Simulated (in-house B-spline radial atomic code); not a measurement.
RPA and G0W0 for neutral krypton, [Ar] 3d10 4s2 4p6, as one setting changes: the highest l of the empty states. Start: PBE. A dash marks a level of low quasi-particle weight. Computed with an all-electron radial atomic-structure program (B-spline basis): all electrons, scalar-relativistic (spin-free one-electron X2C), finite nucleus, each spin shell either full or empty, empty states to the listed l with an (l + 1/2)⁻⁴ tail; G0W0 by contour deformation at full frequency.

```
highest l of the empty states  RPA summed (Eh)  RPA extrapolated (Eh)  G0W0 level (eV)
                            4          -2.3356                -2.6662       4p -13.968
                            5          -2.4785                -2.6777       4p -13.963
                            6          -2.5479                 -2.667       4p -13.954
                            7                ?                      ?                ?
                            8          -2.6045                -2.6522       4p -13.944
                            9          -2.6164                -2.6487       4p -13.942
                           10                ?                      ?                ?
                           11          -2.6289                -2.6455       4p -13.940
```

**Question.** What belongs in the row for 7?

**Answer.** RPA summed (Eh): -2.5844; RPA extrapolated (Eh): -2.659; G0W0 level (eV): 4p -13.947.

**Question.** What belongs in the row for 10?

**Answer.** RPA summed (Eh): -2.624; RPA extrapolated (Eh): -2.6467; G0W0 level (eV): 4p -13.941.
